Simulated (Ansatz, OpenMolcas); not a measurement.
Heat of formation of CH4N2S (thiourea) from total energies

CH4N2S has 8 atoms, charge 0, and is taken as a singlet. SMILES: `NC(N)=S`. The shape is that of a PBE0-D4/def2-TZVP optimisation. This is one conformer, not always the lowest.

Total energies at M06-L/def2-SVPD (OpenMolcas 26.06); the atoms run unrestricted:

| species | state | energy (Eh) |
| --- | --- | --- |
| CH4N2S | singlet | -547.991740 |
| N | quartet | -54.536293 |
| C | triplet | -37.802563 |
| S | triplet | -397.980331 |
| H | doublet | -0.501665 |

Harmonic wavenumbers at PBE0-D4/def2-TZVP, in cm⁻¹: 320, 372, 400, 459, 496, 591, 651, 787, 1067, 1079, 1429, 1454, 1629, 1651, 3593, 3601, 3728, 3729.

Measured heats of formation of the gaseous atoms at 298.15 K, in kJ/mol: N 472.4, C 716.9, S 277.0, H 218.0. Spin-orbit lowering of the atoms at 298 K (mean of the ground term's levels less their thermal mean, from spectra), in kJ/mol: C 0.02, S 1.88. Take 1 Eh = 2625.50 kJ/mol, 1 cm⁻¹ = 0.0119627 kJ/mol, RT = 2.479 kJ/mol.

What heat of formation follows?


1. Electronic atomisation energy: 2 × (-54.536293) + (-37.802563) + (-397.980331) + 4 × (-0.501665) − (-547.991740) = 1.129600 Eh = 2965.8 kJ/mol.
2. Zero-point energy: half the sum of the wavenumbers, 13518 cm⁻¹ = 161.7 kJ/mol.
3. Thermal vibrational enthalpy, Σ hcν̃/(exp(hcν̃/kT) − 1): 5.2 kJ/mol. Translation, rotation and pV of a non-linear molecule: 4 RT = 9.9 kJ/mol.
4. The 8 free atoms carry 5/2 RT each: 49.6 kJ/mol.
5. Spin-orbit coupling lowers the free atoms by 0.02 + 1.88 = 1.9 kJ/mol.
6. Atomisation enthalpy at 298 K: 2965.8 − 1.9 − 161.7 − 5.2 − 9.9 + 49.6 = 2836.7 kJ/mol.
7. Sum of the atoms' heats of formation: 2810.7 kJ/mol. Heat of formation: 2810.7 − 2836.7 = -26.0 kJ/mol.

The tabulated value is +22.9 kJ/mol (CRC Handbook of Chemistry and Physics), so this level is off by -48.9 kJ/mol, or 1.8 % of the atomisation enthalpy. Anharmonicity and any spin-orbit splitting of the molecule are left out.
